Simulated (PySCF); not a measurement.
C3H2FO (doublet state).
Z-matrix (Å and degrees, GFN2-xTB geometry), rows numbered from 1:
```
C 
C   1  1.2986
F   2  1.3521  1  123.46
C   2  1.5001  1  126.34  3   179.95
O   4  1.1917  2  126.80  1    -0.15
H   1  1.0636  2  134.80  3  -179.90
H   4  1.1055  2  109.86  1   179.96
```

The hyperfine couplings belong to this conformer and change with its torsions.

As a line formula: `[H]/[C]=C(/F)C=O` [radical].

Computed, not measured: UKS B3LYP, pcH-1 on C F H O, non-relativistic, mean-field spin-orbit, GIAO in PySCF. Geometry: GFN2-xTB, one conformer, isolated molecule. A GFN2-xTB geometry isn't a minimum of the functional, and hyperfine couplings can be far from their values at a DFT geometry. Stability of the SCF solution: not tested.

Question: Predict the first-order ENDOR lines of C2, C4, F3, H7 and H6 under fast tumbling at B = 346.1 mT (X band).

Answer: For S = 1/2 in fast tumbling each set of equivalent nuclei gives two lines, ν± = |νn ± a/2| to first order, with νn = g_N μN B/h and μN/h = 7.62259 MHz/T.

```json
{"nuclei": "C2", "isotope": "13C", "g_N": "1.4048", "νn (MHz)": "3.71", "a_iso (MHz)": "-44.50", "lower line (MHz)": "18.54", "upper line (MHz)": "25.96"}
{"nuclei": "C4", "isotope": "13C", "g_N": "1.4048", "νn (MHz)": "3.71", "a_iso (MHz)": "40.15", "lower line (MHz)": "16.37", "upper line (MHz)": "23.78"}
{"nuclei": "F3", "isotope": "19F", "g_N": "5.2577", "νn (MHz)": "13.87", "a_iso (MHz)": "122.90", "lower line (MHz)": "47.58", "upper line (MHz)": "75.32"}
{"nuclei": "H7", "isotope": "1H", "g_N": "5.5857", "νn (MHz)": "14.74", "a_iso (MHz)": "46.37", "lower line (MHz)": "8.45", "upper line (MHz)": "37.92"}
{"nuclei": "H6", "isotope": "1H", "g_N": "5.5857", "νn (MHz)": "14.74", "a_iso (MHz)": "12.65", "lower line (MHz)": "8.41", "upper line (MHz)": "21.06"}
```

The rows for 13C, of low natural abundance, apply to labelled samples.

Question: Which pairs are centred on the nuclear Larmor frequency, and which on half the coupling?

Answer: Centred on νn, since |a| < 2νn: H6. Centred on |a|/2 and split by 2νn: C2, C4, F3 and H7.

Question: At what field would the lower line of H6 fall to zero frequency?

Answer: Where νn = |a|/2, that is B = 6.32 MHz/(5.5857 × 7.62259 MHz/T) = 149 mT, as far as first order holds there.

Largest spin populations (Mulliken): C1 (+1.07) and C2 (-0.12). No atom but C1 exceeds +0.15.

On one thread, Arm Neoverse V1 (aarch64), shared host with 32 logical CPUs at a one-minute load of 27, this took 15 s wall (with the writing of density and orbital grids) and 0.50 GiB of memory at its peak.
